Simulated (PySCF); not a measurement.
# Functional dependence of a UV spectrum

Species: H2O.
SMILES: `O`

Linear-response calculations in the def2-SVPD basis (PySCF; singlets by full response, triplets Tamm–Dancoff, core orbitals frozen in the response; HF means time-dependent Hartree–Fock). 'Strongest' is the level of largest summed f among the singlets computed (10 roots, of which the last may lack a degenerate partner); it can jump between rows when another state enters that window. S1 is the lowest singlet of each run and needn't be the same state throughout; f(S1) is that of one state. Geometry: PBE0-D3(BJ)/def2-SVP; no solvent, vibrations or thermal averaging.

| functional | kind | S1 (eV) | f(S1) | strongest (eV) | T1 (eV) | HOMO (eV) | gap (eV) | ionisation energy, ΔSCF (eV) |
| --- | --- | --- | --- | --- | --- | --- | --- | --- |
| LDA | LDA | 7.09 | 0.058 | 9.16 | 6.72 | -7.43 | 6.95 | 13.23 |
| PBE | GGA | 6.97 | 0.055 | 9.12 | 6.51 | -7.29 | 6.80 | 12.86 |
| B3LYP | global hybrid, 20% exact exchange | 7.37 | 0.052 | 9.55 | 6.92 | -8.87 | 8.78 | 12.87 |
| PBE0 | global hybrid, 25% exact exchange | 7.64 | 0.053 | 9.86 | 7.13 | -9.13 | 9.46 | 12.68 |
| BHandHLYP | global hybrid, 50% exact exchange | 8.03 | 0.049 | 13.79 | 7.50 | -10.97 | 11.76 | 12.49 |
| CAM-B3LYP | range-separated hybrid | 7.52 | 0.052 | 9.69 | 7.04 | -10.74 | 11.67 | 12.87 |
| wB97X-D | range-separated hybrid | 7.81 | 0.057 | 10.01 | 7.44 | -11.16 | 13.22 | 12.79 |
| LC-wPBE | range-separated hybrid | 7.91 | 0.056 | 10.08 | 7.36 | -12.12 | 14.27 | 12.86 |
| HF | Hartree–Fock | 8.97 | 0.048 | 14.51 | 8.27 | -13.96 | 16.43 | not settled |

S1 runs from 6.97 eV (PBE) to 8.97 eV (HF), a spread of 2.00 eV, while the orbital gap spreads over 9.6 eV. Along PBE (0%), B3LYP (20%), PBE0 (25%), BHandHLYP (50%), HF (100%) S1 rises with the share of exact exchange. −ε(HOMO) comes closest to its own ΔSCF ionisation energy with LC-wPBE (-0.74 eV) and misses most with LDA (-5.81 eV). The lowest singlet of a reference set is 1B1(n→3s) at 7.62 eV (computed, theoretical best estimate (aug-cc-pVTZ, frozen core, CC3 geometry), gas; Veril, Scemama, Caffarel, Lipparini, Boggio-Pasqua, Jacquemin, Loos, WIREs Comput. Mol. Sci. 2021, 11, e1517 (QUESTDB)). The lowest computed singlet differs from it by PBE0 +0.02, CAM-B3LYP -0.10, wB97X-D +0.19, B3LYP -0.25, LC-wPBE +0.29, BHandHLYP +0.41, LDA -0.53, PBE -0.65, HF +1.35 eV; geometry and basis of the reference needn't be the same. The lowest triplet of a reference set is 3B1(n→3s) at 7.25 eV (computed, theoretical best estimate (aug-cc-pVTZ, frozen core, CC3 geometry), gas; Veril, Scemama, Caffarel, Lipparini, Boggio-Pasqua, Jacquemin, Loos, WIREs Comput. Mol. Sci. 2021, 11, e1517 (QUESTDB)). The lowest computed triplet differs from it by LC-wPBE +0.11, PBE0 -0.12, wB97X-D +0.19, CAM-B3LYP -0.21, BHandHLYP +0.25, B3LYP -0.33, LDA -0.53, PBE -0.74, HF +1.02 eV; geometry and basis of the reference needn't be the same. 'Not settled' means that the ion's SCF failed to converge or may have ended in another state than the lowest.
